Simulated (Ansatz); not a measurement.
Isomers of C₂H₄FN, relaxed with PBE0-D4/def2-TZVP in Ansatz; electronic energies, one conformer each and not always the lowest. Functionals use def2-TZVPP; CBS adds triple-zeta CCSD(T) − MP2 to the MP2 limit of def2-TZVPP and def2-QZVPP.

(1) Order them by energy at frozen-core CCSD(T)/CBS, lowest first. (An estimate is asked.)
A. `N/C=C\F`
B. `C=NCF`
C. `C/N=C\F`
D. `CC(=N)F`

(2) How do B3LYP, ωB97M-V, B2PLYP, MP2/CBS(def2) place them (kcal/mol, against `CC(=N)F`)? (Best estimate.)

Results:

(1) D (0.0 kcal/mol), C (11.3 kcal/mol), A (14.9 kcal/mol), B (16.8 kcal/mol).

(2) Ansatz gave: 
```csv
isomer,B3LYP,ωB97M-V,B2PLYP,MP2/CBS(def2)
`C/N=C\F`,10.4,11.8,10.7,11.7
`C=NCF`,16.5,17.8,16.9,17.9
`N/C=C\F`,14.2,15.6,15.4,15.3
```

B3LYP here is the variant with VWN-RPA as its local correlation; programs differ in this.
